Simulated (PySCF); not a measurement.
C₄H₄S.
Atom-mapped SMILES: `[CH:1]#[C:2][C@@H:3]1[CH2:4][S:5]1` (hydrogens: H6 on C1; H7 on C3; H8, H9 on C4)

The same species was optimised twice, with GFN2-xTB and with PBE0-D3(BJ)/def2-SVP (PySCF), and the same property calculations (PySCF, gas phase) were run on both structures.

| coordinate | GFN2-xTB | PBE0-D3(BJ)/def2-SVP | change |
| --- | --- | --- | --- |
| C1–H6 (Å) | 1.049 | 1.074 | +0.025 |
| C2–C3 (Å) | 1.423 | 1.438 | +0.015 |
| C4–H9 (Å) | 1.082 | 1.095 | +0.013 |
| C1≡C2 (Å) | 1.199 | 1.211 | +0.012 |
| C4–H8 (Å) | 1.082 | 1.094 | +0.012 |
| C3–H7 (Å) | 1.086 | 1.097 | +0.011 |
| C4–S5 (Å) | 1.799 | 1.802 | +0.003 |
| C3–C4 (Å) | 1.487 | 1.489 | +0.002 |
| C3–S5 (Å) | 1.827 | 1.828 | +0.001 |
| C4–C3–H7 (°) | 117.9 | 116.4 | -1.5 |
| C2–C3–S5 (°) | 117.2 | 118.7 | +1.5 |
| C3–C4–H9 (°) | 118.4 | 117.3 | -1.1 |
| C2–C1–H6 (°) | 178.6 | 179.5 | +0.9 |
| S5–C4–H8 (°) | 115.0 | 115.9 | +0.9 |
| S5–C4–H9 (°) | 115.5 | 116.2 | +0.7 |
| C3–C4–H8 (°) | 117.9 | 117.2 | -0.7 |
| C1–C2–C3 (°) | 177.9 | 178.5 | +0.6 |

Rotational constants: A = 10848, B = 2721, C = 2414 MHz (GFN2-xTB) against A = 11069, B = 2632, C = 2341 MHz (PBE0-D3(BJ)/def2-SVP). Point groups within 0.08 Å: C1 and C1.

On the GFN2-xTB structure: HOMO (eV) -6.80 [PBE0/pcSseg-1]; LUMO (eV) -0.54 [PBE0/pcSseg-1]; dipole (D) 1.68 [PBE0/pcSseg-1]; GIAO shielding of C1 (ppm) 110.2 [PBE0/pcSseg-1]; GIAO shielding of C2 (ppm) 98.5 [PBE0/pcSseg-1]; GIAO shielding of C3 (ppm) 164.8 [PBE0/pcSseg-1]; GIAO shielding of C4 (ppm) 155.9 [PBE0/pcSseg-1]; GIAO shielding of S5 (ppm) 645.1 [PBE0/pcSseg-1].

**Question.** What do these properties become on the PBE0-D3(BJ)/def2-SVP structure?

**Answer.** 
```json
{"property": "HOMO (eV)", "level": "PBE0/pcSseg-1", "on GFN2-xTB": "-6.80", "on PBE0-D3(BJ)/def2-SVP": "-6.83", "change": "-0.03"}
{"property": "LUMO (eV)", "level": "PBE0/pcSseg-1", "on GFN2-xTB": "-0.54", "on PBE0-D3(BJ)/def2-SVP": "-0.55", "change": "-0.01"}
{"property": "dipole (D)", "level": "PBE0/pcSseg-1", "on GFN2-xTB": "1.68", "on PBE0-D3(BJ)/def2-SVP": "1.72", "change": "+0.04"}
{"property": "energy, GFN2-xTB geometry as zero (kcal/mol)", "level": "PBE0/pcSseg-1", "on GFN2-xTB": "0.0", "on PBE0-D3(BJ)/def2-SVP": "-0.4", "change": "-0.4"}
{"property": "GIAO shielding of C1 (ppm)", "level": "PBE0/pcSseg-1", "on GFN2-xTB": "110.2", "on PBE0-D3(BJ)/def2-SVP": "108.0", "change": "-2.2"}
{"property": "GIAO shielding of C2 (ppm)", "level": "PBE0/pcSseg-1", "on GFN2-xTB": "98.5", "on PBE0-D3(BJ)/def2-SVP": "98.1", "change": "-0.4"}
{"property": "GIAO shielding of C3 (ppm)", "level": "PBE0/pcSseg-1", "on GFN2-xTB": "164.8", "on PBE0-D3(BJ)/def2-SVP": "162.5", "change": "-2.3"}
{"property": "GIAO shielding of C4 (ppm)", "level": "PBE0/pcSseg-1", "on GFN2-xTB": "155.9", "on PBE0-D3(BJ)/def2-SVP": "154.5", "change": "-1.4"}
{"property": "GIAO shielding of S5 (ppm)", "level": "PBE0/pcSseg-1", "on GFN2-xTB": "645.1", "on PBE0-D3(BJ)/def2-SVP": "648.6", "change": "+3.5"}
```

The heavy atoms differ by 0.036 Å rms after alignment. Among all bonds C1–H6 changes most (+0.025 Å). Changes are differences of the printed values. Neither structure is proved a minimum here.
